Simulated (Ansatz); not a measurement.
# One shape, several levels: SiH (SMILES [SiH])

Wanted: a comparison of 6 runs (UHF/3-21G, U-wB97M-V/3-21G, UBLYP/3-21G, USVWN5/3-21G, UPBE/6-311G**, UCCSD(T)/3-21G) of SiH. 

The results are computed with Ansatz 0.2.0.

66 further runs of the same task are left out: 2 that didn't finish, 64 set aside as unsound or not needed.

### 1 The system as given

SiH has 2 atoms, charge 0, and is taken as a doublet. As SMILES, `[SiH]`. The H2–Si1 distance was set to 3.791 Å, away from the relaxed value.

### 2 A single-point energy at UHF/3-21G (run 1)

Input file input.yaml:

```yaml
crystal:
  periodic: [false, false, false]
  atoms:
    - {symbol: Si, position_ang: [0.000000, 0.000000, -2.274840]}
    - {symbol: H, position_ang: [0.000000, 0.000000, 1.516560]}
basis:
  gaussian:
    orbitals: 3-21G.json
magnetization:
  spin_polarized: true
  initial_magnetization: 1
hamiltonian:
  xc: hf
accuracy: high
```

The basis set 3-21G is read from a file made from the Basis Set Exchange's data (not shown).

Launch:

```sh
$ ansatz run input.yaml --threads 1 --pin off --max-ram 2610MiB --events-out events.jsonl --progress --plain --runs-dir runs
```

Standard output:

```text
Warning: RAYON_NUM_THREADS=1 ignored (pool sized by the plan → 1); use --threads N
Functional definition: HF
  name "HF"
  exchange = exact_x
  correlation = 0
273 factors; integrals over basis functions are off by at most 3.3e-9 eV
mean field evaluation 1: about -7826.2710 eV, gradient 9.5e0 eV
mean field evaluation 2: about -7826.2715 eV, gradient 9.5e0 eV
mean field evaluation 4: about -7829.0501 eV, gradient 1.3e0 eV
mean field evaluation 8: about -7829.0634 eV, gradient 4.7e-2 eV
mean field evaluation 16: about -7832.5589 eV, gradient 2.0e-8 eV
mean field evaluation 32: about -7832.5504 eV, gradient 1.8e-2 eV
mean field evaluation 64: about -7832.5522 eV, gradient 1.4e-1 eV
mean field evaluation 96: about -7826.3871 eV, gradient 3.2e0 eV
mean field evaluation 128: about -7829.0624 eV, gradient 1.3e-6 eV
mean field -7832.55890668 eV, -287.8412307214 hartree, gradient 3.2e-8 eV, S^2 1.738242; 6 other end points of the search recorded, 0 dependent functions left out
reference -7832.55890668 eV, -287.8412307214 hartree; 8, 7 occupied and 7, 8 virtual orbitals, 273 factors
Total energy: -7832.55890668 eV, -287.8412307214 hartree
```

Wall time 0.14 s (1 thread of Arm Neoverse V2, shared host).

### 3 The energy at U-wB97M-V/3-21G (run 2)

Input file input.yaml:

```yaml
crystal:
  periodic: [false, false, false]
  atoms:
    - {symbol: Si, position_ang: [0.000000, 0.000000, -2.274840]}
    - {symbol: H, position_ang: [0.000000, 0.000000, 1.516560]}
basis:
  gaussian: {orbitals: 3-21G.json}
magnetization: {spin_polarized: true, initial_magnetization: 1}
hamiltonian: {xc: {name: wB97M-V}}
accuracy: high
```

The basis set 3-21G is read from a file made from the Basis Set Exchange's data (not shown).

Launch:

```sh
$ ansatz run input.yaml --threads 1 --pin off --max-ram 2610MiB --events-out events.jsonl --progress --plain --runs-dir runs
```

Standard output, shortened:

```text
Warning: RAYON_NUM_THREADS=1 ignored (pool sized by the plan → 1); use --threads N
Functional definition: wB97M-V
  name "wB97M-V"
[...]
  gx(w, u) = 1 - cx + cx01*u + cx10*w
  gss(w, u) = css00 + css04*u^4 + css10*w + css20*w^2 + css43*w^4*u^3
  gos(w, u) = cos00 + cos10*w + (cos20 + cos21*u)*w^2 + (cos60 + cos61*u)*w^6
[...]
      + integral(e_c_pw_mod_opposite_spin*gos(b97_w_opposite, b97_u_opposite)) + vv10(b, c)
273 factors; integrals over basis functions are off by at most 3.3e-9 eV
116 factors; integrals over basis functions are off by at most 9.8e-10 eV
[...]
mean field -7845.58799718 eV, -288.3200409657 hartree, gradient 3.9e-8 eV, S^2 1.724747; 7 other end points of the search recorded, 0 dependent functions left out
reference -7845.58799964 eV, -288.3200410561 hartree; 8, 7 occupied and 7, 8 virtual orbitals, 273 factors
Total energy: -7845.58799964 eV, -288.3200410561 hartree
```

Wall time 51 s (1 thread of Arm Neoverse V2, shared host); peak memory 0.27 GiB.

Runs 3 to 4 aren't shown in full; the table further down has their settings and results.

### 4 A single-point energy at UPBE/6-311G(d,p) (run 5)

Input file molecule.yaml:

```yaml
crystal:
  periodic: [false, false, false]
  atoms:
    - {symbol: Si, position_ang: [0.000000, 0.000000, -2.274840]}
    - {symbol: H, position_ang: [0.000000, 0.000000, 1.516560]}
basis:
  gaussian:
    orbitals: 6-311G_st__st_-spherical.json
hamiltonian:
  xc: {name: PBE}
accuracy: high
magnetization:
  spin_polarized: true
  initial_magnetization: 1
```

The basis set 6-311G** is read from a file made from the Basis Set Exchange's data (not shown).

Launch:

```sh
$ ansatz run molecule.yaml --threads 1 --pin off --max-ram 2610MiB --events-out events.jsonl --progress --plain --runs-dir runs
```

Standard output:

```text
Warning: RAYON_NUM_THREADS=1 ignored (pool sized by the plan → 1); use --threads N
Functional definition: PBE
  name "PBE"
  parameter kappa = 0.804
  parameter beta = 0.06672455060314922
  exchange = pbe_x(kappa = kappa, mu = beta*pi^2/3)
  correlation = pbe_c(beta = beta)
410 factors; integrals over basis functions are off by at most 9.9e-9 eV
mean field evaluation 1: about -7878.0960 eV, gradient 1.4e1 eV
mean field evaluation 2: about -7868.6551 eV, gradient 2.1e1 eV
mean field evaluation 4: about -7878.2709 eV, gradient 1.3e1 eV
mean field evaluation 8: about -7878.2695 eV, gradient 1.3e1 eV
mean field evaluation 16: about -7883.8391 eV, gradient 5.6e-4 eV
mean field evaluation 32: about -7883.8391 eV, gradient 3.1e-4 eV
mean field evaluation 64: about -7883.5473 eV, gradient 1.2e-6 eV
mean field evaluation 96: about -7883.4660 eV, gradient 2.2e-1 eV
mean field -7883.83905907 eV, -289.7257415627 hartree, gradient 4.3e-8 eV, S^2 1.702426; 12 other end points of the search recorded, 0 dependent functions left out
reference -7883.83906216 eV, -289.7257416764 hartree; 8, 7 occupied and 24, 25 virtual orbitals, 410 factors
Total energy: -7883.83906216 eV, -289.7257416764 hartree
```

Wall time 6.3 s (1 thread of Arm Neoverse V2, shared host); peak memory 0.096 GiB.

### 5 The energy at UCCSD(T)/3-21G (run 6)

Input file molecule.yaml:

```yaml
crystal:
  periodic: [false, false, false]
  atoms:
    - {symbol: Si, position_ang: [0.000000, 0.000000, -2.274840]}
    - {symbol: H, position_ang: [0.000000, 0.000000, 1.516560]}
basis:
  gaussian:
    orbitals: 3-21G.json
magnetization:
  spin_polarized: true
  initial_magnetization: 1
correlation:
  method: ccsd_t
  frozen_orbitals: {H: 0, Si: 5}
accuracy: high
scf:
  omitted_lower_state_checks: [cluster_reference, increment]
```

The basis set 3-21G is read from a file made from the Basis Set Exchange's data (not shown).

Launch:

```sh
$ ansatz run molecule.yaml --threads 1 --pin off --max-ram 2610MiB --events-out events.jsonl --progress --plain --runs-dir runs
```

Standard output, shortened:

```text
Warning: RAYON_NUM_THREADS=1 ignored (pool sized by the plan → 1); use --threads N
Functional definition: HF
  name "HF"
[...]
273 factors; integrals over basis functions are off by at most 3.3e-9 eV
[...]
mean field -7832.55890668 eV, -287.8412307214 hartree, gradient 3.2e-8 eV, S^2 1.738242; 15 other end points of the search recorded, 0 dependent functions left out
5 core orbitals not correlated: weight in the atoms' cores, before any rotation towards them, 1.000 or more for the frozen orbitals, at most 0.000 for the correlated occupied ones
reference -7832.55890668 eV, -287.8412307214 hartree; 3, 2 occupied and 7, 8 virtual orbitals, 273 factors
second order -0.41890516 eV of doubles, -0.00000000 eV of singles
cycle   1  -0.56576680 eV  change   -1.5e-1 eV  update   3.9e-2
[...]
cycle  32  -0.66538146 eV  change  -9.0e-11 eV  update  2.1e-10
perturbative correction -0.00591057 eV, -0.0002172093 hartree
Total energy: -7833.23019870 eV, -287.8659002483 hartree
Checks for a lower state left out: cluster_reference, increment
```

It took 0.38 s on 1 thread of Arm Neoverse V2, shared host.

### 6 All runs side by side

```
run            level  frozen core orbitals  energy (Eh)   ⟨S²⟩  wall time
  1        UHF/3-21G                     –  -287.841231  1.738     0.14 s
  2  U-wB97M-V/3-21G                     –  -288.320041  1.725       51 s
  3      UBLYP/3-21G                     –  -288.340885  1.659      3.9 s
  4     USVWN5/3-21G                     –  -287.160170  1.650      1.8 s
  5    UPBE/6-311G**                     –  -289.725742  1.702      6.3 s
  6   UCCSD(T)/3-21G                     5  -287.865900  1.738     0.38 s
```

### 7 Outcome

```
                                          quantity          value
                               run 6: total energy  -287.86590 Eh
run 6: correlation energy (5 core orbitals frozen)      -24.7 mEh
                             run 6: (T) correction      -0.22 mEh
          run 6: ⟨S²⟩ of the reference determinant          1.738
                              run 6: T1 diagnostic          0.012
```

In words: Totals of different functionals can't be ranked against each other. Spin contamination of the reference: run 1 ⟨S²⟩ = 1.74, run 6 ⟨S²⟩ = 1.74, run 2 ⟨S²⟩ = 1.72, run 5 ⟨S²⟩ = 1.70, run 3 ⟨S²⟩ = 1.66, run 4 ⟨S²⟩ = 1.65. Where it is this large, the reference is a mixture of spin states, and values that rest on it are in doubt. All runs together took 64 s, the longest 51 s.
